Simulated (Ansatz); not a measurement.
**C₃H₆ClFO: a ladder of functionals and wavefunction methods**

Aim: compute C₃H₆ClFO with functionals from several rungs and with coupled cluster. The yardstick is the atomisation energy at the CCSD(T) limit.

Computed with Ansatz 0.2.0, Gaussian basis. Level: functionals in def2-TZVPP, the program's frozen cores in correlated methods.

The runs, in order: LDA (SPW92), PBE-D4, revPBE-D4, BLYP-D4, r2SCAN-D4, B97M-V, PBE0-D4, B3LYP-D4, r2SCANh-D4, r2SCAN0-D4, HSE06-D4, BHLYP-D4, CAM-B3LYP-D4, LC-ωPBE, ωB97X-V, ωB97M-V, B2PLYP, PBE-QIDH; CCSD(T)/def2-SVP; CCSD(T)/def2-TZVPP; MP2/def2-QZVPP; extrapolation to the limit; RPA on PBE.

## 1. The relaxed structure

The geometry comes from an earlier relaxation with PBE0-D4 in a triple-zeta def2 set; it is a stationary point, not always the lowest conformer.

SMILES `FCOCCCl`, 12 atoms, charge 0, spin multiplicity 1.

Atoms are counted from 1 here; the program's logs count them from 0.

Bond lengths: F1–C2 1.383 Å, C2–O3 1.363 Å, C2–H7 1.091 Å, C2–H8 1.098 Å, O3–C4 1.411 Å, C4–C5 1.502 Å, C4–H9 1.098 Å, C4–H10 1.097 Å, C5–Cl6 1.780 Å, C5–H11 1.089 Å, C5–H12 1.089 Å. Angles: F1–C2–O3 111.2°, F1–C2–H7 107.9°, F1–C2–H8 106.4°, O3–C2–H7 107.5°, O3–C2–H8 112.0°, H7–C2–H8 111.9°, C2–O3–C4 114.6°, O3–C4–C5 109.1°, O3–C4–H9 110.3°, O3–C4–H10 110.1°, C5–C4–H9 110.4°, C5–C4–H10 108.7°, H9–C4–H10 108.3°, C4–C5–Cl6 112.1°, C4–C5–H11 110.6°, C4–C5–H12 110.1°, Cl6–C5–H11 107.2°, Cl6–C5–H12 107.3° and more.

## 2. LDA

This LDA is Slater exchange with PW92 correlation.

in.yaml reads:

```yaml
crystal:
  periodic: [false, false, false]
  atoms:
    - {symbol: F, position_ang: [1.436976, -0.414639, 2.133124]}
    - {symbol: C, position_ang: [0.907674, -1.191004, 1.118531]}
    - {symbol: O, position_ang: [0.735493, -0.462303, -0.020967]}
    - {symbol: C, position_ang: [-0.290321, 0.504499, 0.048604]}
    - {symbol: C, position_ang: [-0.645195, 0.944089, -1.342575]}
    - {symbol: Cl, position_ang: [-1.449378, -0.346568, -2.268277]}
    - {symbol: H, position_ang: [1.622682, -1.984191, 0.896074]}
    - {symbol: H, position_ang: [-0.042091, -1.590661, 1.498206]}
    - {symbol: H, position_ang: [-1.170764, 0.089306, 0.555767]}
    - {symbol: H, position_ang: [0.052677, 1.378671, 0.616042]}
    - {symbol: H, position_ang: [0.249539, 1.227229, -1.895753]}
    - {symbol: H, position_ang: [-1.330194, 1.790275, -1.304776]}
basis:
  gaussian: {orbitals: def2-TZVPP}
hamiltonian: {xc: lda}
output: {orbitals: {seedname: orbitals}}
```

After this run come: PBE-D4 (GGA); revPBE-D4 (GGA); BLYP-D4 (GGA); r2SCAN-D4 (meta-GGA); B97M-V (meta-GGA); PBE0-D4 (hybrid); B3LYP-D4 (hybrid); r2SCANh-D4 (hybrid); r2SCAN0-D4 (hybrid); HSE06-D4 (hybrid); BHLYP-D4 (hybrid); CAM-B3LYP-D4 (range-separated); LC-ωPBE (range-separated); ωB97X-V (range-separated); ωB97M-V (range-separated); B2PLYP (double hybrid); PBE-QIDH (double hybrid); CCSD(T) in def2-SVP; CCSD(T) in def2-TZVPP; MP2 in def2-QZVPP; RPA on PBE orbitals.

Before running them: what should the planned runs give, taken together? Wanted: atomisation energy, CCSD(T)/CBS; farthest beyond LDA; mean size of error, GGA; mean size of error, meta-GGA; mean size of error, hybrid; mean size of error, range-separated; mean size of error, double hybrid; gap, smallest and largest; T1 diagnostic.

The runs gave:

| quantity | value |
| --- | --- |
| atomisation energy, CCSD(T)/CBS | 47.246 eV |
| functionals within 0.236 eV (0.5 %) | revPBE-D4, BLYP-D4, r2SCAN-D4, B97M-V, B3LYP-D4, r2SCANh-D4, CAM-B3LYP-D4, LC-ωPBE, ωB97X-V, ωB97M-V, PBE-QIDH |
| farthest beyond LDA | BHLYP-D4 (-1.786 eV) |
| mean size of error, GGA | 0.486 eV |
| mean size of error, meta-GGA | 0.087 eV |
| mean size of error, hybrid | 0.572 eV |
| mean size of error, range-separated | 0.123 eV |
| mean size of error, double hybrid | 0.371 eV |
| gap, smallest and largest | 6.56 eV (LDA (SPW92)), 14.42 eV (LC-ωPBE) |
| T1 diagnostic | 0.0107 |
| triples share of the correlation energy | 3.7 % |

In words: LDA overbinds by 7.933 eV (17 %). PBE-D4 is off by +1.377 eV. Double hybrids carry the basis error of their MP2 part in triple zeta, and no dispersion term here, so their miss is partly the set-up's. The rungs meta-GGA, range-separated miss on average by less than the doubt on the reference (0.236 eV), so they tie. Misses under about 0.236 eV are within the doubt on the reference itself, which lacks core-valence correlation, relativity and higher excitations. Hartree-Fock recovers 72 % of the binding; the rest is correlation. CCSD(T) in def2-SVP is off by -2.344 eV, so the small basis spoils what the method gains. The gap grows from 6.6 to 14.4 eV across the functionals, mostly with the share of exact exchange.
